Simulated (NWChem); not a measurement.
# hydrazine (N2H4); SMILES NN

Computed with NWChem. Geometry: optimised at PBE-D3(BJ)/def2-SVP. B3LYP is NWChem's, with the RPA form of VWN correlation. Ions are spin-unrestricted doublets at the neutral geometry; other ion states weren't tried.

```json
[
 {"level": "B3LYP/def2-TZVP", "vertical ionisation energy, ΔSCF (eV)": "[?]", "−ε(HOMO) (eV)": "[?]", "ΔSCF minus −ε(HOMO) (eV)": "[?]"},
 {"level": "PBE/def2-TZVP", "vertical ionisation energy, ΔSCF (eV)": "9.76", "−ε(HOMO) (eV)": "5.62", "ΔSCF minus −ε(HOMO) (eV)": "4.14"},
 {"level": "r2SCAN/def2-TZVP", "vertical ionisation energy, ΔSCF (eV)": "9.85", "−ε(HOMO) (eV)": "5.95", "ΔSCF minus −ε(HOMO) (eV)": "3.90"},
 {"level": "M06-2X/def2-TZVP", "vertical ionisation energy, ΔSCF (eV)": "10.24", "−ε(HOMO) (eV)": "8.76", "ΔSCF minus −ε(HOMO) (eV)": "1.48"},
 {"level": "LRC-wPBEh/def2-TZVP", "vertical ionisation energy, ΔSCF (eV)": "10.02", "−ε(HOMO) (eV)": "9.12", "ΔSCF minus −ε(HOMO) (eV)": "0.90"}
]
```

Fill in the missing entries.


- B3LYP/def2-TZVP, vertical ionisation energy, ΔSCF (eV): 10.01
- B3LYP/def2-TZVP, −ε(HOMO) (eV): 6.96
- B3LYP/def2-TZVP, ΔSCF minus −ε(HOMO) (eV): 3.05
